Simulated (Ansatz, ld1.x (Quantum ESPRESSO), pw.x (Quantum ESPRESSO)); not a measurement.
From atom to crystal: TM potential for aluminium

* Element: Al (Z = 13)
* Generator: ld1.x (Quantum ESPRESSO) 7.5
* Type: norm-conserving Troullier–Martins (Kleinman–Bylander form)
* Functional: LDA (PW92)
* Relativity: scalar-relativistic
* Frozen core: [Ne]
* Valence charge: 3
* Reference configuration: 3s2 3p0 (charge +1)
* Partial waves: 3s (bound): rc 1.80 bohr; 3d channel at 0.45 Ry: rc 2.50 bohr; 3p (bound, empty): rc 2.55 bohr
* Local potential: the p channel
* Core correction: Bessel-smoothed model core inside 1.10 bohr

Atomic tests: cutoffs needed: 10 Ry and 30 Ry (the cutoffs (Ry, on a coarse ladder) from which the occupation-weighted sum of valence levels, in a spherical-Bessel basis at the reference potential, stays within 10 and 1 mRy of its value at 400 Ry); ghost test: no extra level below or beside the all-electron valence levels (s, d, p, f tested) (spherical-Bessel basis up to 400 Ry, 20 bohr box); largest excitation error: -10 meV (all-electron minus pseudo) for 3s0 3p3, out of 7 test configurations.

Crystal test: sc Al in pw.x 7.5, no spin, 12³ k-points, Fermi–Dirac smearing 0.01 Ry, cutoffs 50/200 Ry. The reference is all-electron LAPW (Ansatz 0.2.0) with the same functional, mesh and smearing; V0 and B0 come from Birch–Murnaghan fits to the pressures at five volumes. Errors are pseudo minus all-electron; Δ is the rms difference of the E(V) curves that follow from these fits, minima aligned, over ±6 % about the mean V0. Mesh and smearing are coarse, so the numbers serve the comparison and aren't converged zero-temperature values; the lattice is a test structure that the element need not adopt.

All-electron: a0 = 2.683 Å (V0 = 19.31 Å³/atom), B0 = 60.7 GPa.

Q: How far does the potential miss the all-electron equation of state?

A: mean pressure error (GPa): -0.19; a0 (Å): 2.680; a0 error (%): -0.10; B0 error (%): +0.4; Δ (meV/atom): 0.8.

```
V (Å³/atom)  P all-electron (GPa)  P pseudo (GPa)
     18.267                  3.82            3.59
     18.747                  1.93            1.72
     19.228                  0.27            0.08
     19.709                 -1.18           -1.35
     20.189                 -2.45           -2.61
```

Q: At the middle volume, how do free energy and pressure move when the wave cutoff is lowered (ecutrho kept at four times it)?

A:

```csv
cutoff (Ry),shift of F (meV/atom),shift of P (GPa)
22,+19.7,-0.32
30,+3.3,-0.17
40,+0.3,+0.02
```

The run at the middle volume (84 k-points, 7 iterations) took about 3.6 s on one core of a shared host (Neoverse-V2, 96 threads, 742 GiB, load 52).
